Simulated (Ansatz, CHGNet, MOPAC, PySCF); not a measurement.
Rock-salt MgS, equilibrium lattice constant a

Reference value: 5.188 Å (measured, corrected for zero-point motion; as tabulated in Goldzak et al. (2022), arXiv:2208.04865).

```json
[
 {"level (code)": "AM1 semi-empirical Hartree-Fock (MOPAC)", "value (Å)": "5.412", "error (%)": "+4.32"},
 {"level (code)": "CHGNet 0.3.0", "value (Å)": "5.227", "error (%)": "+0.75"},
 {"level (code)": "LDA (Ansatz)", "value (Å)": "5.129", "error (%)": "-1.14"},
 {"level (code)": "PBE (Ansatz)", "value (Å)": "5.230", "error (%)": "+0.81"},
 {"level (code)": "rVV10 (Ansatz)", "value (Å)": "5.239", "error (%)": "+0.98"},
 {"level (code)": "r²SCAN-D4 (Ansatz)", "value (Å)": "5.183", "error (%)": "-0.10"},
 {"level (code)": "B3LYP (VWN-RPA form) (Ansatz)", "value (Å)": "5.245", "error (%)": "+1.10"},
 {"level (code)": "PBE0 (Ansatz)", "value (Å)": "5.194", "error (%)": "+0.12"},
 {"level (code)": "r²SCAN0 (Ansatz)", "value (Å)": "5.185", "error (%)": "-0.06"},
 {"level (code)": "Hartree–Fock (Ansatz)", "value (Å)": "5.285", "error (%)": "+1.87"},
 {"level (code)": "MP2 (PySCF)", "value (Å)": "5.176 ± 0.02", "error (%)": "-0.23"},
 {"level (code)": "CCSD (PySCF)", "value (Å)": "5.201 ± 0.02", "error (%)": "+0.25"}
]
```

Once the reference is moved by up to 0.30 % (a margin picked here for doubts on the reference and the settings) and values within 0.10 % count as equal, the nearest can be r²SCAN0 (-0.06 %), r²SCAN-D4 (-0.10 %), PBE0 (+0.12 %), MP2 (-0.23 %) or CCSD (+0.25 %). Among them AM1 semi-empirical Hartree-Fock (MOPAC) (+4.32 %) misses by most.

A ± on a computed value is a rough bar: the spread of its extrapolation, a floor set from checks against published values, or a statistical error. AM1 semi-empirical Hartree-Fock (MOPAC): the method was fitted mainly to molecules. AM1 semi-empirical Hartree-Fock (MOPAC): the run uses a supercell at the zone centre in place of a k mesh. Cutoffs and k meshes differ between the levels. Ansatz's density-functional and Hartree–Fock values are scalar-relativistic unless marked +SOC, with PAW data made under PBE.

Machine-learned potentials (CHGNet 0.3.0) are trained on DFT data: a solid inside that data is no test of them.

Differences are worked out from the printed values.

Ansatz is a first-principles code.
